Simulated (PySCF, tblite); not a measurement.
**2-methylbutanenitrile: a rotation path, then NMR shifts on frames, part 1 of 2**

How do NMR shifts of 2-methylbutanenitrile (`CC[C@@H](C)C#N`) change as the atoms move?

Computed with tblite 0.8.0 and PySCF 2.14.0, with density-fitted response routines of our own, on a single molecule in the gas phase. Atoms are numbered from 0 throughout.

## (1) Starting geometry

15 atoms, charge 0, multiplicity 1; geometry from: GFN2-xTB.

Bonds of the start (Å): C0–C1 1.52, C1–C2 1.54, C2–C3 1.53, C2–C4 1.45, C4–N5 1.14, C0–H6 1.09, C0–H7 1.09, C0–H8 1.09, C1–H9 1.09, C1–H10 1.09, C2–H11 1.10, C3–H12 1.09, C3–H13 1.09, C3–H14 1.09.

## (2) The rotation path with GFN2-xTB

Job settings and geometry (Å):

```
{"job": {"kind": "neb", "xc": "GFN2-xTB", "basis": "xTB", "atoms": [0, 1, 2, 4], "turn": 120}, "charge": 0, "multiplicity": 1}
C      1.865002     0.600420     0.269920
C      0.603135    -0.166810     0.644147
C     -0.440685    -0.136858    -0.483583
C     -1.649141    -1.023056    -0.164659
C     -0.886512     1.221061    -0.698378
N     -1.247925     2.294627    -0.853247
H      1.628240     1.639919     0.052750
H      2.333107     0.163581    -0.610262
H      2.581375     0.573099     1.087161
H      0.165345     0.263082     1.548069
H      0.852507    -1.209336     0.855127
H      0.027745    -0.481760    -1.414431
H     -2.379912    -0.980120    -0.969657
H     -2.129219    -0.695027     0.755241
H     -1.327478    -2.054833    -0.040111
```

With the program's defaults for keys left out, this is: GFN2-xTB climbing-image nudged elastic band, gas phase.

Command:

```console
$ OMP_NUM_THREADS=1 python probes_run.py task.json out
```

The driver reads the jobs from task.json and runs them one after another.

Log:

```text
image   E - E0 / eV
  0      -0.0000
  1       0.0169
  2       0.0642
  3       0.1153
  4       0.1422
  5       0.1293
  6       0.0866
  7       0.0451
  8       0.0289
```

Run time: 10 s. Hardware: 1 thread, shared host.

The final band, with the dihedral C0–C1–C2–C4:

```
image  dihedral (°)  energy (eV)  energy (kcal/mol)
    0           -64        0.000                0.0
    1           -49        0.017                0.4
    2           -34        0.064                1.5
    3           -18        0.115                2.7
    4            -2        0.142                3.3
    5            14        0.129                3.0
    6            30        0.087                2.0
    7            46        0.045                1.0
    8            60        0.029                0.7
```

## (3) NMR shieldings: image 0, PBE0/pcSseg-1

Job settings and geometry (Å):

```
{"job": {"kind": "nmr", "xc": "PBE0", "basis": "pcSseg-1", "pop": false}, "charge": 0, "multiplicity": 1}
C      1.865000     0.600400     0.269900
C      0.603100    -0.166800     0.644100
C     -0.440700    -0.136900    -0.483600
C     -1.649100    -1.023100    -0.164700
C     -0.886500     1.221100    -0.698400
N     -1.247900     2.294600    -0.853200
H      1.628200     1.639900     0.052800
H      2.333100     0.163600    -0.610300
H      2.581400     0.573100     1.087200
H      0.165300     0.263100     1.548100
H      0.852500    -1.209300     0.855100
H      0.027700    -0.481800    -1.414400
H     -2.379900    -0.980100    -0.969700
H     -2.129200    -0.695000     0.755200
H     -1.327500    -2.054800    -0.040100
```

Method: GIAO PBE0/pcSseg-1 NMR shielding, non-relativistic, gas phase.

Log:

```text
coarse grid: 12072 points
cycle   1  E = -250.2614601349  dE =  5.538e-01  |g| = 4.763e-01  |ddm| = 3.290e+00
cycle   2  E = -250.1546862131  dE =  1.068e-01  |g| = 8.617e-01  |ddm| = 1.077e+00
cycle   3  E = -250.3130987434  dE = -1.584e-01  |g| = 1.649e-01  |ddm| = 7.010e-01
cycle   4  E = -250.3192796971  dE = -6.181e-03  |g| = 3.333e-02  |ddm| = 1.323e-01
cycle   5  E = -250.3195256169  dE = -2.459e-04  |g| = 7.234e-03  |ddm| = 3.430e-02
cycle   6  E = -250.3195382508  dE = -1.263e-05  |g| = 1.427e-03  |ddm| = 7.611e-03
cycle   7  E = -250.3195386912  dE = -4.405e-07  |g| = 4.188e-04  |ddm| = 1.452e-03
final grid: 115384 points
cycle   8  E = -250.3556923556  dE = -3.620e-05  |g| = 7.544e-03  |ddm| = 2.910e-02
cycle   9  E = -250.3556897906  dE =  2.565e-06  |g| = 8.225e-03  |ddm| = 1.275e-02
cycle  10  E = -250.3557069046  dE = -1.711e-05  |g| = 9.548e-04  |ddm| = 6.630e-03
cycle  11  E = -250.3557070684  dE = -1.639e-07  |g| = 4.221e-04  |ddm| = 9.479e-04
cycle  12  E = -250.3557071041  dE = -3.570e-08  |g| = 9.112e-05  |ddm| = 2.909e-04
cycle  13  E = -250.3557071060  dE = -1.885e-09  |g| = 1.823e-05  |ddm| = 8.292e-05
cycle  14  E = -250.3557071061  dE = -7.128e-11  |g| = 4.682e-06  |ddm| = 1.644e-05
converged SCF energy = -250.3557071061

GIAO shielding tensors (ppm)
atom      isotropic    diamagn.    paramagn.     s11        s22        s33       span
  0 C      171.417     246.982     -75.565    159.239    167.642    187.370     28.131
  1 C      153.647     248.011     -94.364    139.796    149.712    171.431     31.635
  2 C      158.181     248.520     -90.338    148.350    156.504    169.689     21.339
  3 C      164.685     245.364     -80.679    148.757    158.118    187.180     38.423
  4 C       59.381     262.145    -202.763    -60.509    -55.924    294.576    355.086
  5 N      -30.477     341.064    -371.541   -193.884   -189.752    292.204    486.088
  6 H       30.087      30.188      -0.101     25.475     29.692     35.095      9.620
  7 H       30.844      29.882       0.962     26.755     28.624     37.154     10.399
  8 H       30.458      28.537       1.921     25.777     27.567     38.030     12.253
  9 H       30.212      31.866      -1.654     26.140     29.767     34.728      8.589
 10 H       30.268      31.894      -1.627     25.058     30.156     35.589     10.531
 11 H       29.605      31.333      -1.728     26.616     27.904     34.296      7.680
 12 H       30.095      28.221       1.875     25.614     27.771     36.901     11.288
 13 H       30.375      29.382       0.993     26.818     28.617     35.689      8.871
 14 H       30.580      29.423       1.157     26.133     28.360     37.247     11.114
```

Run time: 56 s. Hardware: 1 thread, shared host.

The references, computed at this level on geometries of the same kind, shield at (ppm): ¹H TMS 31.72, ¹³C TMS 186.9, ¹⁵N NH3 267.7. Their shielding less the atom's gives the shift. The references are single molecules in the gas phase, so shifts against H2O, NH3, PH3, H3PO4 or CFCl3 are not on the usual liquid scales and can be off by tens of ppm. Each atom is listed at this fixed geometry, with no averaging over motion; a spectrum would average atoms that exchange fast.

```
atoms                           environment  σ (ppm)  δ (ppm)
   C4                        nitrile carbon     59.4    127.5
   C1                               sp3 CH2    153.6     33.3
   C2                 sp3 CH α to a nitrile    158.2     28.7
   C3                         methyl carbon    164.7     22.2
   C0                         methyl carbon    171.4     15.5
  H11  hydrogen on an sp3 CH α to a nitrile    29.61     2.11
   H6           hydrogen on a methyl carbon    30.09     1.63
  H12           hydrogen on a methyl carbon    30.10     1.62
   H9                hydrogen on an sp3 CH2    30.21     1.51
  H10                hydrogen on an sp3 CH2    30.27     1.45
  H13           hydrogen on a methyl carbon    30.37     1.34
   H8           hydrogen on a methyl carbon    30.46     1.26
  H14           hydrogen on a methyl carbon    30.58     1.14
   H7           hydrogen on a methyl carbon    30.84     0.87
   N5                      nitrile nitrogen    -30.5    298.2
```

Orbitals, density, ELF and potential are computed afterwards from the orbital file.

Frontier orbitals at PBE0/pcSseg-1, with the share of their density that lies nearest to each atom:

```
orbital  energy (eV)                                  lies on
   HOMO        -9.21  N5 40 %; C4 22 %; C1, C2 about 9 % each
   LUMO         0.69               H11 18 %; N5 18 %; C4 16 %
```

ELF in a plane through or near 8 of the atoms.

Ten even steps from ' ' (0.00) to '@' (1.00):
```
                                                        
                                                        
                        ::++****++::..                  
                      ..++%%%%%%%%++--                  
                      ::**%%%%%%%%**==..                
                      ::++##**==##**==::                
            --%%@@--    ++##++==##**==                  
          ::%%@@@@@@##  ::**--::++==..    ..            
          ..++@@@@@@%%    ++%%@@##..  ::++##++..        
          ::==**++++**++==##**--****++**%%%%%%--        
        **@@@@@@::--%%##::%%@@**%%++--..****==..        
      ..%%@@@@@@##++**++--**++..::++****==..            
        ++@@@@@@==..::%%@@@@##  ..%%@@@@**..            
          ..::..    --@@@@@@@@..  %%@@@@%%::            
                    ::@@@@@@##    ::****--              
                        ....                            
                                                        
                                                        
                                                        
                                                        
```
The map spans 10.7 Å across and 10.5 Å up, centred on the molecule. Atoms in the plane (x, y in Å): C0 (-2.0, -0.1), C1 (-0.6, -0.6), C3 (1.9, -0.4), C4 (0.5, 1.6), N5 (0.5, 2.7), H6 (-2.1, 1.0), H8 (-2.8, -0.6), H10 (-0.5, -1.6).

log10 of the density (e/Å³) in the same plane.

Ten even steps from '0' (-4.0) to '9' (0.8):
```
0000000000000000000000000000
0000000000001233221000000000
0000000000124455543200000000
0000000001245667654310000000
0000000012346789865420000000
0000012233456899876431000000
0000134555556889876432100000
0001345677656789876544321000
0002356788766788866665432000
0013456788877888877776542100
0013567899889888889986542100
0013567877789876788876532100
0012456666688876677765431000
0001234444578765566654321000
0000011223455554344443210000
0000000001233322222211000000
0000000000001100000000000000
0000000000000000000000000000
0000000000000000000000000000
0000000000000000000000000000
```
The map spans 10.7 Å across and 10.5 Å up, centred on the molecule. Atoms in the plane (x, y in Å): C0 (-2.0, -0.1), C1 (-0.6, -0.6), C3 (1.9, -0.4), C4 (0.5, 1.6), N5 (0.5, 2.7), H6 (-2.1, 1.0), H8 (-2.8, -0.6), H10 (-0.5, -1.6).

On the surface of density 0.002 e/bohr³ the electrostatic potential runs, from the 1st to the 99th percentile, from -1.87 V near N5 to 1.10 V near H11.

## (4) NMR shieldings: image 2, PBE0/pcSseg-1

Job settings and geometry (Å):

```
{"job": {"kind": "nmr", "xc": "PBE0", "basis": "pcSseg-1", "pop": false}, "charge": 0, "multiplicity": 1}
C      1.752700     0.744700     0.377200
C      0.699000    -0.347100     0.529000
C     -0.409800    -0.266600    -0.539700
C     -1.713700    -0.909400    -0.052400
C     -0.689000     1.105000    -0.901800
N     -0.927200     2.181300    -1.204100
H      1.296500     1.726700     0.483400
H      2.231500     0.695500    -0.598200
H      2.515700     0.635200     1.144000
H      0.244300    -0.262300     1.518000
H      1.174700    -1.328700     0.467400
H     -0.070700    -0.768800    -1.455700
H     -2.481400    -0.854200    -0.821300
H     -2.078100    -0.389500     0.832100
H     -1.548900    -1.954000     0.200000
```

With the program's defaults for keys left out, this is: GIAO PBE0/pcSseg-1 NMR shielding, non-relativistic, gas phase.

Log:

```text
coarse grid: 12072 points
cycle   1  E = -250.2580305939  dE =  5.538e-01  |g| = 4.758e-01  |ddm| = 3.301e+00
cycle   2  E = -250.1516496326  dE =  1.064e-01  |g| = 8.601e-01  |ddm| = 1.085e+00
cycle   3  E = -250.3094787441  dE = -1.578e-01  |g| = 1.657e-01  |ddm| = 7.047e-01
cycle   4  E = -250.3157051599  dE = -6.226e-03  |g| = 3.361e-02  |ddm| = 1.335e-01
cycle   5  E = -250.3159555402  dE = -2.504e-04  |g| = 6.870e-03  |ddm| = 3.423e-02
cycle   6  E = -250.3159667574  dE = -1.122e-05  |g| = 1.504e-03  |ddm| = 7.388e-03
cycle   7  E = -250.3159672579  dE = -5.005e-07  |g| = 4.090e-04  |ddm| = 1.576e-03
final grid: 115384 points
cycle   8  E = -250.3524214791  dE = -3.695e-05  |g| = 7.605e-03  |ddm| = 2.858e-02
cycle   9  E = -250.3524191871  dE =  2.292e-06  |g| = 8.231e-03  |ddm| = 1.288e-02
cycle  10  E = -250.3524363354  dE = -1.715e-05  |g| = 7.472e-04  |ddm| = 6.590e-03
cycle  11  E = -250.3524364207  dE = -8.526e-08  |g| = 4.402e-04  |ddm| = 8.636e-04
cycle  12  E = -250.3524364593  dE = -3.861e-08  |g| = 1.007e-04  |ddm| = 3.146e-04
cycle  13  E = -250.3524364616  dE = -2.251e-09  |g| = 2.036e-05  |ddm| = 8.729e-05
cycle  14  E = -250.3524364617  dE = -9.044e-11  |g| = 4.776e-06  |ddm| = 1.841e-05
converged SCF energy = -250.3524364617

GIAO shielding tensors (ppm)
atom      isotropic    diamagn.    paramagn.     s11        s22        s33       span
  0 C      171.308     247.450     -76.143    159.377    169.727    184.819     25.442
  1 C      157.214     247.712     -90.498    138.504    158.700    174.437     35.933
  2 C      160.128     248.272     -88.145    142.675    166.128    171.580     28.906
  3 C      164.014     245.702     -81.687    148.355    157.399    186.289     37.934
  4 C       60.508     262.509    -202.001    -60.052    -52.790    294.367    354.419
  5 N      -34.247     341.073    -375.320   -201.300   -188.072    286.632    487.933
  6 H       29.978      30.728      -0.749     25.432     29.673     34.829      9.397
  7 H       30.735      30.043       0.692     26.757     28.459     36.990     10.233
  8 H       30.542      28.582       1.960     25.796     27.656     38.174     12.378
  9 H       30.582      31.906      -1.324     25.492     30.748     35.507     10.015
 10 H       30.018      31.260      -1.242     25.419     28.876     35.759     10.341
 11 H       29.207      30.595      -1.388     26.201     26.872     34.548      8.348
 12 H       30.120      28.289       1.831     25.609     27.721     37.029     11.420
 13 H       30.487      29.638       0.849     26.938     28.907     35.615      8.677
 14 H       30.506      29.258       1.247     26.135     28.190     37.193     11.057
```

Run time: 44 s. Hardware: 1 thread, shared host.

This run: δ C4 126.4, C1 29.7, C2 26.8, C3 22.9, H11 2.51, H6 1.74 ppm.

(Continued in part 2 of 2.)
